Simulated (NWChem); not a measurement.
Species: N cation, triplet

Computed with NWChem. Pople sets run with spherical d functions. Spin-unrestricted. The open p shell is one determinant without spherical averaging. No stability test was run on the SCF state.

**Question.** What does the run give for B3LYP/6-31G*? Quantities: highest occupied level (eV); lowest empty minus highest occupied level, either spin (eV); <S²>.

**Answer.** The highest occupied level (eV) comes out as -23.96. The lowest empty minus highest occupied level, either spin (eV) comes out as 4.18. The <S²> is 2.00.
